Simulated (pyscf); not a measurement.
Thermochemistry of product channels of O=PH + H atom (H•) on the doublet surface, in kcal/mol, from ωB97M-D3(BJ)/def2-TZVP energies (ideal gas, 1 atm, RRHO with modes under 100 cm⁻¹ raised to 100, one conformer, R ln 2 for rigid chiral ones). Optimised with ωB97X-D3(BJ)/def2-SVP in PySCF.

```
products                          ΔE  ΔH(298 K)  ΔG(298 K)  ΔG(600 K)
-----------------------------  -----  ---------  ---------  ---------
HO–PH•                         -60.7      -54.5      -47.3      -39.8
hydroxyl (OH•) + PH [triplet]  +33.0      +35.7      +34.0      +32.3
•O–PH₂                         -52.4      -47.7      -40.3      -32.5
O=P• + hydrogen (H₂)             [?]      -36.1      -36.0      -35.9
O atom (O) [triplet] + PH₂•      [?]      +59.1      +58.1        [?]
```

Task: Some entries are withheld; supply them.

Result: 
- O=P• + hydrogen (H₂), ΔE: -38.1
- O atom (O) [triplet] + PH₂•, ΔE: +56.9
- O atom (O) [triplet] + PH₂•, ΔG(600 K): +57.1

These are energies of the channels, which say nothing of barriers. Left out: orbital degeneracy and the spin-orbit lowering of OH, O. The term symbol of open-shell O=P• was not checked; spin-orbit terms and orbital degeneracy are left out.
